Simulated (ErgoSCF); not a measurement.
# BHF (SMILES [BH]F): levels of theory compared

Wanted: a comparison of 3 runs (UHF/Ahlrichs pVDZ, UPBE0/4-31G, UB3LYP/6-31+G) of BHF. 

The results are computed with ErgoSCF 3.8.

9 further runs of the same task are left out: 1 that didn't finish, 8 set aside as unsound or not needed.

### Step 1. The system as given

BHF: 3 atoms, total charge 0, spin state doublet. As SMILES, `[BH]F`. Geometry: relaxed at GFN2-xTB.

Bond lengths: B1–F2 1.307 Å, B1–H3 1.175 Å. Angles: F2–B1–H3 117.7°.

### Step 2. A single-point energy at UHF/Ahlrichs pVDZ (run 1)

job.ego reads:

```
set_nthreads(1)
molecule_inline Angstrom
B       -0.347240       0.178010      -0.180220
F        0.618220       0.814090       0.429940
H       -0.270980      -0.992100      -0.249720
EOF
spin_polarization = 1
tmpdir = "."
charge = 0
scf.max_number_of_iterations = 150
basis = "Ahlrichs-pVDZ"
scf.output_mulliken_pop = 1
run "HF"
```

Started as:

```
ergo < job.ego
```

Log:

```text
[...]
INSC SCF_general constructor, number of basis functions: 33
[...]
INSC Energy   1 =        -50.39800743092
[...]
INDE PURIFICATION CONVERGED after 45 iterations
[...]
INDE PURIFICATION CONVERGED after 35 iterations
[...]
INDE PURIFICATION CONVERGED after 26 iterations
[...]
INDE E(LUMO) - E(HOMO) <=          0.88941597878 =         24.20224184753 eV
[...]
INSC Energy  18 =       -124.54306846722  ( diff     -0.000000000002530 )
[...]
RESC CONVERGED after  18 iterations.
RESC FINAL ENERGY:       -124.54306846722
RESC FINAL <S2> =          0.75163313882
[...]
INSC SCF: dipole_moment_x [atomic units] =      -0.43608175
INSC SCF: dipole_moment_y [atomic units] =      -0.06736931
INSC SCF: dipole_moment_z [atomic units] =      -0.25438725
[...]
```

Wall time 3.6 s (1 thread of Arm Neoverse V2, shared host).

### Step 3. The energy at UPBE0/4-31G (Cartesian functions) (run 2)

geom.xyz reads:

```xyz
3

B     -0.347240     0.178010    -0.180220
F      0.618220     0.814090     0.429940
H     -0.270980    -0.992100    -0.249720
```

input.ego reads:

```
set_nthreads("env")
molecule "geom.xyz"
scf.max_number_of_iterations = 80
basis = "4-31G"
scf.output_mulliken_pop = 1
use_6_d_functions = 1
XC.type = "GC2"
scf.use_diagonalization = 1
tmpdir = "."
scf.convergence_threshold = 1e-06
spin_polarization = 1
run "PBE0"
```

Started as:

```
ergo < input.ego
```

Log:

```text
[...]
INMA  use_6_d_functions := 1
[...]
INSC Energy   1 =        -78.39066446385
[...]
INDE E_LUMO =         -0.03394877449
[...]
INSC Energy  24 =       -124.95533051876  ( diff     -0.000000000069321 )
[...]
RESC CONVERGED after  24 iterations.
RESC FINAL ENERGY:       -124.95533051876
RESC FINAL <S2> =          0.75113764567
[...]
INSC SCF: dipole_moment_x [atomic units] =      -0.13069416
INSC SCF: dipole_moment_y [atomic units] =      -0.21145829
INSC SCF: dipole_moment_z [atomic units] =      -0.09468930
[...]
```

Wall time 2.2 s (1 thread of Arm Neoverse V2, shared host).

### Step 4. The energy at UB3LYP/6-31+G (run 3)

input.xyz reads:

```xyz
3
BFH
B     -0.347240     0.178010    -0.180220
F      0.618220     0.814090     0.429940
H     -0.270980    -0.992100    -0.249720
```

Started as:

```
ergo -m input.xyz -e 'set_nthreads("env")' -e 'scf.max_number_of_iterations = 100' -e 'scf.use_diagonalization = 1' -e 'spin_polarization = 1' -e 'basis = "6-31+G"' -e 'scf.convergence_threshold = 1e-06' -e 'tmpdir = "."' -e 'scf.output_mulliken_pop = 1' -e 'run "B3LYP-G"'
```

Log:

```text
[...]
INDF Weighted mixed functional:
[...]
INSC Energy   1 =        -64.90969807438
[...]
INDE E_LUMO =         -0.08348342022
[...]
INSC Energy  15 =       -125.22798249232  ( diff     -0.000000000172577 )
[...]
RESC CONVERGED after  15 iterations.
RESC FINAL ENERGY:       -125.22798249232
RESC FINAL <S2> =          0.75119766127
[...]
INSC SCF: dipole_moment_x [atomic units] =      -0.13311391
INSC SCF: dipole_moment_y [atomic units] =      -0.33452481
INSC SCF: dipole_moment_z [atomic units] =      -0.10793541
[...]
```

It took 2.1 s on 1 thread of Arm Neoverse V2, shared host.

### Step 5. Overview of the runs

```csv
run,level,Cartesian functions,solver,energy (Eh),dipole moment (D),⟨S²⟩,wall time
1,UHF/Ahlrichs pVDZ,no,purification,-124.543068,1.29,0.752,3.6 s
2,UPBE0/4-31G (Cartesian functions),yes,diagonalisation,-124.955331,0.68,0.751,2.2 s
3,UB3LYP/6-31+G,no,diagonalisation,-125.227982,0.96,0.751,2.1 s
```

### Step 6. Outcome

| quantity | value |
| --- | --- |
| run 3: total energy | -125.22798 Eh |
| run 3: dipole moment | 0.96 D |
| run 3: ⟨S²⟩ | 0.751 |

**Reading.** The dipole moment (its size) runs from 0.68 D (UPBE0/4-31G) to 1.29 D (UHF/Ahlrichs pVDZ). The two ends differ in method and basis. Totals of different functionals can't be ranked against each other. All runs together took 7.9 s, the longest 3.6 s.
